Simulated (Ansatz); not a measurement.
`COC(=S)CCl`. The species carries charge 0 and has multiplicity 1.

```xyz
11

C     1.315    0.146   -0.799
O     0.010   -0.220   -1.236
C    -1.034   -0.176   -0.421
S    -2.534   -0.400   -0.997
C    -0.792    0.086    1.039
Cl   -0.069   -1.344    1.833
H     1.968   -0.055   -1.645
H     1.356    1.212   -0.562
H     1.632   -0.447    0.059
H    -0.111    0.922    1.204
H    -1.741    0.277    1.526
```

(1) Give the diagnostics of a CCSD(T)/def2-TZVPP run (frozen core, Ansatz). (Best estimate.)

## Answers

(1) Computed: T1 = 0.0148, largest single amplitude 0.034, largest double 0.089, (T) share of the correlation energy 4.5 %, 11 CCSD cycles. The RHF solution is stable towards an unrestricted one. T1 lies under the customary mark of 0.02 for closed shells.
